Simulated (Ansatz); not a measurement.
```yaml
crystal:
  periodic: [false, false, false]
  atoms:
    - {symbol: Zr, position_ang: [0.008946, 0.000276, -0.305813]}
    - {symbol: N, position_ang: [-0.038485, 1.409310, 0.996861]}
    - {symbol: N, position_ang: [-0.019779, -1.411106, 0.994865]}
basis:
  gaussian: {orbitals: def2-TZVP}
magnetization: {spin_polarized: true, initial_magnetization: 2}
hamiltonian: {xc: pbe0}
relax: {f_tol: 0.004, max_steps: 80}
```

```sh
$ ansatz run in.yaml --threads 1 --pin off --events-out ev --progress --plain --max-ram 2176MiB
```

Steps of the relaxation (energy above the last step; positions in Å, forces in eV/Å):

```
3
step 1, 544.2 meV
Zr    0.009    0.000   -0.306   -0.144   -0.386    5.003
N    -0.038    1.409    0.997    0.081   -1.951   -2.327
N    -0.020   -1.411    0.995    0.063    2.337   -2.676
```

```
3
step 2, 10.3 meV
Zr    0.005   -0.006   -0.159   -0.021    0.121    0.686
N    -0.037    1.457    0.926    0.015   -0.516   -0.387
N    -0.017   -1.452    0.918    0.006    0.395   -0.299
```

```
3
step 3, 0.8 meV
Zr    0.004   -0.004   -0.151    0.003    0.122   -0.133
N    -0.036    1.440    0.922   -0.001    0.010    0.021
N    -0.017   -1.438    0.915   -0.002   -0.132    0.112
```

```
3
step 5, 0.0 meV
Zr    0.005    0.000   -0.154    0.000    0.000    0.000
N    -0.036    1.438    0.922    0.000   -0.001    0.000
N    -0.017   -1.440    0.919    0.000    0.001    0.000
```

Close pairs at the end: Zr1–N3 1.796 Å, Zr1–N2 1.796 Å.

A stationary point of unrestricted PBE0 after 5 steps, with ⟨S²⟩ = 2.079 against 2.00 for a pure state; no frequencies were run, so it isn't proven a minimum. 1.7 min on 1 thread of Arm Neoverse V2, shared host.
